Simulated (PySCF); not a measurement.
**AlS: bond curves at several levels of theory, part 1 of 2**

Aim: find the lowest electronic state of AlS, scan its bond at several levels of theory, and get bond length, wavenumber and dissociation energy from each curve.

Program: PySCF 2.14.0. Level of theory: Al 3-21G, S 3-21G, no relativity. These are calculated values, not measurements.

## Step 1: The job

A driver script around PySCF takes these settings:

- atoms: Al, S
- charge: 0
- basis: Al 3-21G, S 3-21G
- Hamiltonian: no relativity
- basis functions: 26
- electrons treated: 29
- masses in u: 26.9815, 31.9721
- levels: PBE0, PBE, r²SCAN, LDA, B97-3, r²SCANh, HSE06, HF, MP2, SCS-MP2, CCSD, CCSD(T)
- grid: 80 radial by 434 angular points
- occupations: held fixed by the projection of orbital angular momentum
- dissociation limit: Al + S, each in its ground configuration
- starting distance in angstrom: 2.180
- values of 2S to try: 1, 3

Launch:

```bash
OMP_NUM_THREADS=1 python dia.py task.json out
```

After the search, every level is run at each distance in turn; below they are sorted by level.

## Step 2: State search with unrestricted PBE0

Unrestricted PBE0 solutions at 2.180 Å, counted from the lowest. The search isn't exhaustive.

| 2Ms+1 | unpaired | term | E (eV) | ⟨S²⟩ | ⟨Lz²⟩ | μ (D) |
| --- | --- | --- | --- | --- | --- | --- |
| 2 | σ ↑ | ²Σ⁺ | 0.00 | 0.76 | 0.00 | -4.37 |
| 2 | π ↑ | ²Π | 0.59 | 0.75 | 1.01 | -1.28 |
| 4 | σ ↑, π ↑↑ | not assigned | 2.81 | 3.75 | 2.00 | -1.49 |
| 4 | σ ↑, π ↑↑ | not assigned | 3.06 | 3.75 | 2.00 | -1.66 |
| 2 | σ ↑, π ↑↓ | not assigned | 3.23 | 1.75 | 2.00 | -1.86 |
| 4 | σ ↑↑, π ↑ | ⁴Π | 5.25 | 3.76 | 1.00 | -2.26 |
| 4 | π ↑↑↑ | ⁴Π | 5.32 | 3.76 | 1.00 | 4.44 |
| 4 | σ ↑↑, π ↑ | ⁴Π | 5.64 | 3.75 | 1.01 | -1.08 |
| 4 | σ ↑↑↑ | ⁴Σ⁺ | 8.12 | 3.77 | 0.00 | -1.70 |

A term symbol stands only where ⟨S²⟩ and ⟨Lz²⟩ are near those of a pure state. A positive dipole means Al(−)S(+).

The most promising solutions are followed along the bond (rough minima from three points):

| 2Ms+1 | unpaired | R at minimum (Å) | energy at minimum (eV) |
| --- | --- | --- | --- |
| 2 | σ ↑ | 2.12 | 0.00 |
| 2 | π ↑ | 2.38 | 0.40 |
| 4 | σ ↑, π ↑↑ | 2.37 | 2.67 |

The search made 9 SCF attempts at the starting distance; with the short scans it took 3.2 s of wall time (1 thread, shared host).

## Step 3: The PBE0 curve of the state that the search chose

State followed: ²Σ⁺ (doublet), unpaired electrons σ ↑. The scan is laid around 2.119 Å.

Log of the SCF at 2.119 Å:

```text
******** <class 'pyscf.dft.uks_symm.SymAdaptedUKS'> ********
method = SymAdaptedUKS
initial guess = minao
damping factor = 0
level_shift factor = 0
DIIS = <class 'pyscf.scf.diis.CDIIS'>
diis_start_cycle = 1
diis_space = 10
diis_damp = 0
SCF conv_tol = 1e-09
SCF conv_tol_grad = None
SCF max_cycles = 60
direct_scf = False
max_memory 909 MB (current use 233 MB)
number electrons alpha = 15  beta = 14
XC library pyscf.dft.libxc version 7.0.0
    S. Lehtola, C. Steigemann, M. J.T. Oliveira, and M. A.L. Marques.,  SoftwareX 7, 1–5 (2018)
XC functionals = PBE0
    C. Adamo and V. Barone.,  J. Chem. Phys. 110, 6158 (1999)
    M. Ernzerhof and G. E. Scuseria.,  J. Chem. Phys. 110, 5029 (1999)
small_rho_cutoff = 0
Overwritten attributes  get_j get_occ get_jk get_k get_hcore  of <class 'pyscf.dft.uks_symm.SymAdaptedUKS'>
Set gradient conv threshold to 3.16228e-05
init E= -637.067397950821
cycle= 1 E= -637.049124403741  delta_E= 0.0183  |g|= 0.00869  |ddm|= 0.0482
cycle= 2 E= -637.049052131302  delta_E= 7.23e-05  |g|= 0.0151  |ddm|= 0.0343
cycle= 3 E= -637.049231365078  delta_E= -0.000179  |g|= 0.00268  |ddm|= 0.0216
cycle= 4 E= -637.049242157796  delta_E= -1.08e-05  |g|= 0.00107  |ddm|= 0.00684
cycle= 5 E= -637.049245570414  delta_E= -3.41e-06  |g|= 0.000321  |ddm|= 0.00459
cycle= 6 E= -637.049246447275  delta_E= -8.77e-07  |g|= 9.02e-05  |ddm|= 0.00315
cycle= 7 E= -637.049246520831  delta_E= -7.36e-08  |g|= 2.17e-05  |ddm|= 0.000884
cycle= 8 E= -637.049246523745  delta_E= -2.91e-09  |g|= 2.29e-06  |ddm|= 0.000188
cycle= 9 E= -637.049246523755  delta_E= -1.05e-11  |g|= 5.47e-07  |ddm|= 8.69e-06
Extra cycle  E= -637.049246523754  delta_E= 1.14e-12  |g|= 1.28e-06  |ddm|= 2.43e-06
converged SCF energy = -637.049246523754  <S^2> = 0.75773987  2S+1 = 2.007725
```

Points of the scan, energies from the lowest:

| R (Å) | E (eV) | μ (D) | Mulliken charge of Al (e) | Mayer bond order | ⟨S²⟩ | HOMO (eV) | LUMO (eV) |
| --- | --- | --- | --- | --- | --- | --- | --- |
| 1.8223 | 1.1722 | -3.61 | 0.45 | 2.08 | 0.76 | -7.27 | -4.09 |
| 1.9071 | 0.5138 | -3.82 | 0.47 | 2.03 | 0.76 | -7.37 | -4.23 |
| 1.9919 | 0.1558 | -4.02 | 0.49 | 1.98 | 0.76 | -7.42 | -4.36 |
| 2.0554 | 0.0321 | -4.15 | 0.50 | 1.94 | 0.76 | -7.27 | -4.45 |
| 2.1190 | 0.0000 | -4.27 | 0.51 | 1.89 | 0.76 | -7.14 | -4.52 |
| 2.1826 | 0.0363 | -4.37 | 0.51 | 1.82 | 0.76 | -7.01 | -4.58 |
| 2.2673 | 0.1590 | -4.50 | 0.51 | 1.73 | 0.76 | -6.84 | -4.64 |
| 2.3733 | 0.3853 | -4.65 | 0.50 | 1.59 | 0.76 | -6.65 | -4.67 |
| 2.5004 | 0.7050 | -4.86 | 0.50 | 1.42 | 0.76 | -6.43 | -4.65 |
| 2.6699 | 1.1443 | -5.24 | 0.49 | 1.22 | 0.77 | -6.15 | -4.53 |

Constants from the curve: Re = 2.114 Å, ωe = 566 cm⁻¹, ωexe = 3.19 cm⁻¹, αe = 0.00167 cm⁻¹, Be = 0.2578 cm⁻¹, De = 3.65 eV, μ = -4.26 D.

Orbitals nearest the gap at 2.119 Å:

| spin | orbital | ε (eV) | filled | made of |
| --- | --- | --- | --- | --- |
| α | σ | -18.91 | yes | S s 90 % |
| β | σ | -18.47 | yes | S s 90 % |
| α | σ | -10.52 | yes | Al s 53 %, S p 37 %, S s 9 % |
| β | σ | -9.52 | yes | Al s 51 %, S p 36 %, S s 11 % |
| α | σ | -7.55 | yes | S p 36 %, Al p 33 %, Al s 30 % |
| α | π | -7.26 | yes | S p 83 %, Al p 17 % |
| α | π | -7.26 | yes | S p 83 %, Al p 17 % |
| β | π | -7.14 | yes | S p 85 %, Al p 15 % |
| β | π | -7.14 | yes | S p 85 %, Al p 15 % |
| β | σ | -4.52 | no | Al s 42 %, S p 34 %, Al p 25 % |
| α | π | -1.98 | no | Al p 84 %, S p 16 % |
| α | π | -1.98 | no | Al p 84 %, S p 16 % |
| β | π | -1.46 | no | Al p 86 %, S p 14 % |

Polarisability there: 76.6 bohr³ along the bond, 40.6 across it. Without diffuse functions these come out too small, above all across the bond.

## Step 4: Orbitals, density and potential

Orbitals, density, ELF and potential are computed afterwards from the orbital file.

Frontier orbitals at PBE0 (alpha spin), with the share of their density that lies nearest to each atom:

| orbital | energy (eV) | lies on |
| --- | --- | --- |
| HOMO-1 | -7.26 | S2 82 %; Al1 18 % |
| HOMO | -7.26 | S2 82 %; Al1 18 % |
| LUMO | -1.98 | Al1 81 %; S2 19 % |

ELF in a plane through or near 2 of the atoms.

Ten even steps from '0' (0.00) to '9' (0.98):
```
0000001111000000000000000000
0001133432110001122110000000
0013466654321123444432100000
0146788876443334566654210000
0257788887554445677765310000
1478999987766556788876421000
2689999975556667889887532000
4789999610003778765887632100
4799999237740576122388642100
5799999178870474555378642100
5799999178870474555378642100
4799999138750576122288642100
4789999611003778765887632100
2689999975556667889887532000
1478999987766556788876421000
0257789887554445677765310000
0146788876443334566654210000
0013466654321123444432100000
0001133432110001122110000000
0000001111000000000000000000
```
The map spans 7.3 Å across and 5.2 Å up, centred on the molecule. Atoms in the plane (x, y in Å): Al1 (-1.1, 0.0), S2 (1.1, 0.0).

log10 of the density (e/Å³) in the same plane.

Ten even steps from ' ' (-4.0) to '@' (3.0):
```
      ......................................            
  ........::::::::::::::::::::::::::::::::......        
......::::::::::::::--------------------::::::....      
....::::::::--------------------------------::::::..    
....::::::--------------------==========------::::..    
..::::::------============================------::::..  
..::::------==================++++++++++====------::..  
::::------========++++++====++++++++++++++====----::....
::::------====++**##****++++++++****##**++++==----::::..
::::------====++**@@@@##++++++++##%%%%**++++==----::::..
::::------====++**@@@@##++++++++##%%%%**++++==----::::..
::::------====++**##****++++++++****##**++++==----::::..
::::------========++++++====++++++++++++++====----::....
..::::------==================++++++++++====------::..  
..::::::------============================------::::..  
....::::::--------------------==========------::::..    
....::::::::--------------------------------::::::..    
......::::::::::::----------------------::::::....      
  ........::::::::::::::::::::::::::::::::......        
      ......................................            
```
The map spans 7.3 Å across and 5.2 Å up, centred on the molecule. Atoms in the plane (x, y in Å): Al1 (-1.1, 0.0), S2 (1.1, 0.0).

On the surface of density 0.002 e/bohr³ the electrostatic potential runs, from the 1st to the 99th percentile, from -1.22 V near S2 to 1.90 V near Al1.

The spin density lies nearest to Al1 67 %; S2 33 %.

## Step 5: Higher solutions at PBE0

State 2: ²Π (doublet), unpaired electrons π ↑, an excited solution.

Output of the SCF at 2.119 Å:

```text
******** <class 'pyscf.dft.uks_symm.SymAdaptedUKS'> ********
method = SymAdaptedUKS
initial guess = minao
damping factor = 0
level_shift factor = 0
DIIS = <class 'pyscf.scf.diis.CDIIS'>
diis_start_cycle = 1
diis_space = 10
diis_damp = 0
SCF conv_tol = 1e-09
SCF conv_tol_grad = None
SCF max_cycles = 60
direct_scf = False
max_memory 909 MB (current use 270 MB)
number electrons alpha = 15  beta = 14
XC library pyscf.dft.libxc version 7.0.0
    S. Lehtola, C. Steigemann, M. J.T. Oliveira, and M. A.L. Marques.,  SoftwareX 7, 1–5 (2018)
XC functionals = PBE0
    C. Adamo and V. Barone.,  J. Chem. Phys. 110, 6158 (1999)
    M. Ernzerhof and G. E. Scuseria.,  J. Chem. Phys. 110, 5029 (1999)
small_rho_cutoff = 0
Set gradient conv threshold to 3.16228e-05
init E= -637.031183975374
cycle= 1 E= -637.019607980786  delta_E= 0.0116  |g|= 0.00841  |ddm|= 0.0574
cycle= 2 E= -637.01961170196  delta_E= -3.72e-06  |g|= 0.00989  |ddm|= 0.0512
cycle= 3 E= -637.019697513001  delta_E= -8.58e-05  |g|= 0.000391  |ddm|= 0.0178
cycle= 4 E= -637.019697722206  delta_E= -2.09e-07  |g|= 4.48e-05  |ddm|= 0.0018
cycle= 5 E= -637.019697726538  delta_E= -4.33e-09  |g|= 1.23e-05  |ddm|= 0.00027
cycle= 6 E= -637.019697726841  delta_E= -3.03e-10  |g|= 3.14e-06  |ddm|= 3.9e-05
Extra cycle  E= -637.019697726871  delta_E= -2.96e-11  |g|= 1.19e-06  |ddm|= 1.02e-05
converged SCF energy = -637.019697726871  <S^2> = 0.75160777  2S+1 = 2.0016071
```

Re = 2.377 Å, ωe = 395 cm⁻¹, ωexe = 1.51 cm⁻¹, αe = 0.00123 cm⁻¹, Be = 0.2038 cm⁻¹, μ = -2.27 D. Its minimum lies 0.41 eV above that of the lowest state.

State 3: quartet, unpaired electrons σ ↑, π ↑↑, an excited solution.

Log of the SCF at 2.119 Å:

```text
******** <class 'pyscf.dft.uks_symm.SymAdaptedUKS'> ********
method = SymAdaptedUKS
initial guess = minao
damping factor = 0
level_shift factor = 0
DIIS = <class 'pyscf.scf.diis.CDIIS'>
diis_start_cycle = 1
diis_space = 10
diis_damp = 0
SCF conv_tol = 1e-09
SCF conv_tol_grad = None
SCF max_cycles = 60
direct_scf = False
max_memory 909 MB (current use 243 MB)
number electrons alpha = 16  beta = 13
XC library pyscf.dft.libxc version 7.0.0
    S. Lehtola, C. Steigemann, M. J.T. Oliveira, and M. A.L. Marques.,  SoftwareX 7, 1–5 (2018)
XC functionals = PBE0
    C. Adamo and V. Barone.,  J. Chem. Phys. 110, 6158 (1999)
    M. Ernzerhof and G. E. Scuseria.,  J. Chem. Phys. 110, 5029 (1999)
small_rho_cutoff = 0
Set gradient conv threshold to 3.16228e-05
init E= -636.951524121634
cycle= 1 E= -636.938660542473  delta_E= 0.0129  |g|= 0.00396  |ddm|= 0.0516
cycle= 2 E= -636.938685589149  delta_E= -2.5e-05  |g|= 0.00216  |ddm|= 0.0157
cycle= 3 E= -636.938689004195  delta_E= -3.42e-06  |g|= 0.00102  |ddm|= 0.00498
cycle= 4 E= -636.9386902203  delta_E= -1.22e-06  |g|= 0.000278  |ddm|= 0.00227
cycle= 5 E= -636.938690405032  delta_E= -1.85e-07  |g|= 6.78e-05  |ddm|= 0.00123
cycle= 6 E= -636.93869041743  delta_E= -1.24e-08  |g|= 8.33e-06  |ddm|= 0.000313
cycle= 7 E= -636.938690417638  delta_E= -2.08e-10  |g|= 1.24e-06  |ddm|= 3.56e-05
Extra cycle  E= -636.938690417642  delta_E= -3.87e-12  |g|= 6.8e-07  |ddm|= 4.64e-06
converged SCF energy = -636.938690417642  <S^2> = 3.7516286  2S+1 = 4.0008142
```

Re = 2.357 Å, ωe = 384 cm⁻¹; the determinant mixes terms (⟨S²⟩ = 3.75, ⟨Lz²⟩ = 2.00), so these belong to no real state. Its minimum lies 2.68 eV above that of the lowest state.

Energy (eV) from the lowest point of the lowest state:

| R (Å) | lowest | state 2 | state 3 |
| --- | --- | --- | --- |
| 1.822 | 1.172 | 3.241 | 5.382 |
| 1.907 | 0.514 | 2.190 | 4.341 |
| 1.992 | 0.156 | 1.463 | 3.632 |
| 2.055 | 0.032 | 1.080 | 3.265 |
| 2.119 | 0.000 | 0.804 | 3.008 |
| 2.183 | 0.036 | 0.615 | 2.838 |
| 2.267 | 0.159 | 0.469 | 2.715 |
| 2.373 | 0.385 | 0.410 | 2.679 |
| 2.500 | 0.705 | 0.465 | 2.743 |
| 2.670 | 1.144 | 0.665 | 2.911 |

## Step 6: PBE (GGA)

Log of the SCF at 2.119 Å:

```text
******** <class 'pyscf.dft.uks_symm.SymAdaptedUKS'> ********
method = SymAdaptedUKS
initial guess = minao
damping factor = 0
level_shift factor = 0
DIIS = <class 'pyscf.scf.diis.CDIIS'>
diis_start_cycle = 1
diis_space = 10
diis_damp = 0
SCF conv_tol = 1e-09
SCF conv_tol_grad = None
SCF max_cycles = 60
direct_scf = False
max_memory 909 MB (current use 243 MB)
number electrons alpha = 15  beta = 14
XC library pyscf.dft.libxc version 7.0.0
    S. Lehtola, C. Steigemann, M. J.T. Oliveira, and M. A.L. Marques.,  SoftwareX 7, 1–5 (2018)
XC functionals = PBE
    J. P. Perdew, K. Burke, and M. Ernzerhof.,  Phys. Rev. Lett. 77, 3865 (1996)
    J. P. Perdew, K. Burke, and M. Ernzerhof.,  Phys. Rev. Lett. 78, 1396 (1997)
    J. P. Perdew, K. Burke, and M. Ernzerhof.,  Phys. Rev. Lett. 77, 3865 (1996)
    J. P. Perdew, K. Burke, and M. Ernzerhof.,  Phys. Rev. Lett. 78, 1396 (1997)
small_rho_cutoff = 0
Set gradient conv threshold to 3.16228e-05
init E= -636.988899157627
cycle= 1 E= -636.987045351273  delta_E= 0.00185  |g|= 0.0584  |ddm|= 0.123
cycle= 2 E= -636.950139510624  delta_E= 0.0369  |g|= 0.205  |ddm|= 0.356
cycle= 3 E= -636.990238983462  delta_E= -0.0401  |g|= 0.00371  |ddm|= 0.274
cycle= 4 E= -636.990244357611  delta_E= -5.37e-06  |g|= 0.00369  |ddm|= 0.0133
cycle= 5 E= -636.990257173011  delta_E= -1.28e-05  |g|= 0.000805  |ddm|= 0.00429
cycle= 6 E= -636.990257789237  delta_E= -6.16e-07  |g|= 2.23e-05  |ddm|= 0.00105
cycle= 7 E= -636.990257790146  delta_E= -9.09e-10  |g|= 6.66e-06  |ddm|= 6.98e-05
Extra cycle  E= -636.990257789818  delta_E= 3.28e-10  |g|= 2.22e-05  |ddm|= 4.18e-05
converged SCF energy = -636.990257789818  <S^2> = 0.75478901  2S+1 = 2.0047833
```

Re = 2.127 Å, ωe = 558 cm⁻¹, ωexe = 2.82 cm⁻¹, αe = 0.00156 cm⁻¹, Be = 0.2546 cm⁻¹, De = 4.01 eV, μ = -3.75 D.

## Step 7: r²SCAN

Output of the SCF at 2.119 Å:

```text
******** <class 'pyscf.dft.uks_symm.SymAdaptedUKS'> ********
method = SymAdaptedUKS
initial guess = minao
damping factor = 0
level_shift factor = 0
DIIS = <class 'pyscf.scf.diis.CDIIS'>
diis_start_cycle = 1
diis_space = 10
diis_damp = 0
SCF conv_tol = 1e-09
SCF conv_tol_grad = None
SCF max_cycles = 60
direct_scf = False
max_memory 909 MB (current use 244 MB)
number electrons alpha = 15  beta = 14
XC library pyscf.dft.libxc version 7.0.0
    S. Lehtola, C. Steigemann, M. J.T. Oliveira, and M. A.L. Marques.,  SoftwareX 7, 1–5 (2018)
XC functionals = R2SCAN
    J. W. Furness, A. D. Kaplan, J. Ning, J. P. Perdew, and J. Sun.,  J. Phys. Chem. Lett. 11, 8208-8215 (2020)
    J. W. Furness, A. D. Kaplan, J. Ning, J. P. Perdew, and J. Sun.,  J. Phys. Chem. Lett. 11, 9248-9248 (2020)
    J. W. Furness, A. D. Kaplan, J. Ning, J. P. Perdew, and J. Sun.,  J. Phys. Chem. Lett. 11, 8208-8215 (2020)
    J. W. Furness, A. D. Kaplan, J. Ning, J. P. Perdew, and J. Sun.,  J. Phys. Chem. Lett. 11, 9248-9248 (2020)
small_rho_cutoff = 0
Set gradient conv threshold to 3.16228e-05
init E= -637.209827872864
cycle= 1 E= -637.210304721803  delta_E= -0.000477  |g|= 0.0144  |ddm|= 0.0756
cycle= 2 E= -637.208440098391  delta_E= 0.00186  |g|= 0.0481  |ddm|= 0.0788
cycle= 3 E= -637.210503855746  delta_E= -0.00206  |g|= 0.00105  |ddm|= 0.0625
cycle= 4 E= -637.210507487028  delta_E= -3.63e-06  |g|= 0.000603  |ddm|= 0.00489
cycle= 5 E= -637.210508710834  delta_E= -1.22e-06  |g|= 0.000152  |ddm|= 0.00316
cycle= 6 E= -637.2105088726  delta_E= -1.62e-07  |g|= 5.74e-05  |ddm|= 0.00132
cycle= 7 E= -637.210508886786  delta_E= -1.42e-08  |g|= 1.9e-05  |ddm|= 0.00046
cycle= 8 E= -637.210508887158  delta_E= -3.72e-10  |g|= 1.81e-06  |ddm|= 3.74e-05
Extra cycle  E= -637.210508887126  delta_E= 3.23e-11  |g|= 6.33e-06  |ddm|= 1.06e-05
converged SCF energy = -637.210508887126  <S^2> = 0.75775563  2S+1 = 2.0077406
```

Re = 2.110 Å, ωe = 582 cm⁻¹, ωexe = 2.95 cm⁻¹, αe = 0.00155 cm⁻¹, Be = 0.2588 cm⁻¹, De = 4.00 eV, μ = -4.20 D.

## Step 8: LDA (local density)

The SCF at the reference distance, 2.119 Å, printed:

```text
******** <class 'pyscf.dft.uks_symm.SymAdaptedUKS'> ********
method = SymAdaptedUKS
initial guess = minao
damping factor = 0
level_shift factor = 0
DIIS = <class 'pyscf.scf.diis.CDIIS'>
diis_start_cycle = 1
diis_space = 10
diis_damp = 0
SCF conv_tol = 1e-09
SCF conv_tol_grad = None
SCF max_cycles = 60
direct_scf = False
max_memory 909 MB (current use 248 MB)
number electrons alpha = 15  beta = 14
XC library pyscf.dft.libxc version 7.0.0
    S. Lehtola, C. Steigemann, M. J.T. Oliveira, and M. A.L. Marques.,  SoftwareX 7, 1–5 (2018)
XC functionals = LDA,VWN
    P. A. M. Dirac.,  Math. Proc. Cambridge Philos. Soc. 26, 376 (1930)
    F. Bloch.,  Z. Phys. 57, 545 (1929)
    S. H. Vosko, L. Wilk, and M. Nusair.,  Can. J. Phys. 58, 1200 (1980)
small_rho_cutoff = 0
Set gradient conv threshold to 3.16228e-05
init E= -634.890245640482
cycle= 1 E= -634.889026868137  delta_E= 0.00122  |g|= 0.0687  |ddm|= 0.155
cycle= 2 E= -634.839343539347  delta_E= 0.0497  |g|= 0.239  |ddm|= 0.408
cycle= 3 E= -634.893300268228  delta_E= -0.054  |g|= 0.00396  |ddm|= 0.319
cycle= 4 E= -634.893283705109  delta_E= 1.66e-05  |g|= 0.00596  |ddm|= 0.0162
cycle= 5 E= -634.89331656098  delta_E= -3.29e-05  |g|= 0.00152  |ddm|= 0.00657
cycle= 6 E= -634.893318700839  delta_E= -2.14e-06  |g|= 6.74e-05  |ddm|= 0.00189
cycle= 7 E= -634.89331870552  delta_E= -4.68e-09  |g|= 2.72e-06  |ddm|= 0.000109
cycle= 8 E= -634.893318705559  delta_E= -3.91e-11  |g|= 1.61e-06  |ddm|= 2e-05
Extra cycle  E= -634.89331870552  delta_E= 3.91e-11  |g|= 6.95e-06  |ddm|= 1.12e-05
converged SCF energy = -634.89331870552  <S^2> = 0.75297059  2S+1 = 2.0029684
```

Re = 2.108 Å, ωe = 576 cm⁻¹, ωexe = 2.69 cm⁻¹, αe = 0.00152 cm⁻¹, Be = 0.2593 cm⁻¹, De = 4.61 eV, μ = -3.68 D.

## Step 9: B97-3 (global hybrid GGA)

The SCF at the reference distance, 2.119 Å, printed:

```text
******** <class 'pyscf.dft.uks_symm.SymAdaptedUKS'> ********
method = SymAdaptedUKS
initial guess = minao
damping factor = 0
level_shift factor = 0
DIIS = <class 'pyscf.scf.diis.CDIIS'>
diis_start_cycle = 1
diis_space = 10
diis_damp = 0
SCF conv_tol = 1e-09
SCF conv_tol_grad = None
SCF max_cycles = 60
direct_scf = False
max_memory 909 MB (current use 244 MB)
number electrons alpha = 15  beta = 14
XC library pyscf.dft.libxc version 7.0.0
    S. Lehtola, C. Steigemann, M. J.T. Oliveira, and M. A.L. Marques.,  SoftwareX 7, 1–5 (2018)
XC functionals = HYB_GGA_XC_B97_3
    T. W. Keal and D. J. Tozer.,  J. Chem. Phys. 123, 121103 (2005)
small_rho_cutoff = 0
Set gradient conv threshold to 3.16228e-05
init E= -637.230937699272
cycle= 1 E= -637.231107281321  delta_E= -0.00017  |g|= 0.00175  |ddm|= 0.0458
cycle= 2 E= -637.231110414074  delta_E= -3.13e-06  |g|= 0.00124  |ddm|= 0.00737
cycle= 3 E= -637.231109931595  delta_E= 4.82e-07  |g|= 0.00165  |ddm|= 0.00383
cycle= 4 E= -637.231112242174  delta_E= -2.31e-06  |g|= 0.000129  |ddm|= 0.00199
cycle= 5 E= -637.231112312352  delta_E= -7.02e-08  |g|= 5.46e-05  |ddm|= 0.000613
cycle= 6 E= -637.231112332196  delta_E= -1.98e-08  |g|= 1.67e-05  |ddm|= 0.000406
cycle= 7 E= -637.231112334323  delta_E= -2.13e-09  |g|= 1.79e-06  |ddm|= 0.000165
cycle= 8 E= -637.231112334336  delta_E= -1.34e-11  |g|= 5.85e-07  |ddm|= 1.17e-05
Extra cycle  E= -637.231112334335  delta_E= 1.14e-12  |g|= 1.25e-06  |ddm|= 2.71e-06
converged SCF energy = -637.231112334335  <S^2> = 0.75591257  2S+1 = 2.0059039
```

Re = 2.119 Å, ωe = 563 cm⁻¹, ωexe = 3.30 cm⁻¹, αe = 0.00168 cm⁻¹, Be = 0.2566 cm⁻¹, De = 3.70 eV, μ = -4.25 D.

## Step 10: r²SCANh (hybrid meta-GGA)

The SCF at the reference distance, 2.119 Å, printed:

```text
******** <class 'pyscf.dft.uks_symm.SymAdaptedUKS'> ********
method = SymAdaptedUKS
initial guess = minao
damping factor = 0
level_shift factor = 0
DIIS = <class 'pyscf.scf.diis.CDIIS'>
diis_start_cycle = 1
diis_space = 10
diis_damp = 0
SCF conv_tol = 1e-09
SCF conv_tol_grad = None
SCF max_cycles = 60
direct_scf = False
max_memory 909 MB (current use 247 MB)
number electrons alpha = 15  beta = 14
XC library pyscf.dft.libxc version 7.0.0
    S. Lehtola, C. Steigemann, M. J.T. Oliveira, and M. A.L. Marques.,  SoftwareX 7, 1–5 (2018)
XC functionals = HYB_MGGA_XC_R2SCANH
    M. Bursch, H. Neugebauer, S. Ehlert, and S. Grimme.,  J. Chem. Phys. 156, 134105 (2022)
small_rho_cutoff = 0
Set gradient conv threshold to 3.16228e-05
init E= -637.211509080151
cycle= 1 E= -637.211910930372  delta_E= -0.000402  |g|= 0.00303  |ddm|= 0.0535
cycle= 2 E= -637.211938783647  delta_E= -2.79e-05  |g|= 0.00195  |ddm|= 0.0138
cycle= 3 E= -637.21194045824  delta_E= -1.67e-06  |g|= 0.00212  |ddm|= 0.00571
cycle= 4 E= -637.211944979712  delta_E= -4.52e-06  |g|= 0.00112  |ddm|= 0.00484
cycle= 5 E= -637.211947068267  delta_E= -2.09e-06  |g|= 0.000155  |ddm|= 0.00345
cycle= 6 E= -637.2119472912  delta_E= -2.23e-07  |g|= 6.02e-05  |ddm|= 0.00151
cycle= 7 E= -637.211947314484  delta_E= -2.33e-08  |g|= 4.78e-06  |ddm|= 0.000593
cycle= 8 E= -637.211947314609  delta_E= -1.24e-10  |g|= 9.71e-07  |ddm|= 4.11e-05
Extra cycle  E= -637.211947314607  delta_E= 1.59e-12  |g|= 2.21e-06  |ddm|= 4.83e-06
converged SCF energy = -637.211947314607  <S^2> = 0.75842522  2S+1 = 2.0084075
```

Re = 2.107 Å, ωe = 582 cm⁻¹, ωexe = 3.11 cm⁻¹, αe = 0.00160 cm⁻¹, Be = 0.2594 cm⁻¹, De = 3.86 eV, μ = -4.34 D. 5.2 s of CPU time for 12 points, integrals apart.

(Continued in part 2 of 2.)
